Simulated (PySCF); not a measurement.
## Converging LiB⁺ in the basis (CCSD(T))

PySCF, UHF reference; doublet, unpaired electrons σ ↑; De to Li⁺ + B without counterpoise correction. Frozen cores follow the default of each basis and core potential.

```json
{"basis": "STO-3G", "relativity": "no relativity", "functions": "10", "Re (Å)": "2.357", "ωe (cm⁻¹)": "486", "De (eV)": "2.58", "frozen orbitals": "1"}
{"basis": "pcseg-1", "relativity": "no relativity", "functions": "23", "Re (Å)": "2.487", "ωe (cm⁻¹)": "325", "De (eV)": "0.75", "frozen orbitals": "1"}
{"basis": "cc-pVDZ", "relativity": "no relativity", "functions": "28", "Re (Å)": "2.536", "ωe (cm⁻¹)": "315", "De (eV)": "0.77", "frozen orbitals": "1"}
```

(1) How does each smaller set differ from the one with most functions, cc-pVDZ?

Correlated steps freeze 1 core orbital. Correlated levels converge slowly with the basis: in double zeta they bind strong bonds too weakly, by up to about 1 eV, and carry superposition errors of some tenths. For an ion De counts to the pair picked by the measured ionisation energies or electron affinities, which need not be the lowest pair at this level. STO-3G is very small, so such numbers show the basis as much as the molecule. The state is the lowest determinant that a PBE0 search found; another state may lie lower at other levels.

Answers

(1) STO-3G: -17.9 pm, +54.3 % in ωe, +1.81 eV in De; pcseg-1: -4.9 pm, +3.2 % in ωe, -0.02 eV in De. All at CCSD(T); the set with most functions is neither the basis-set limit nor always the best.
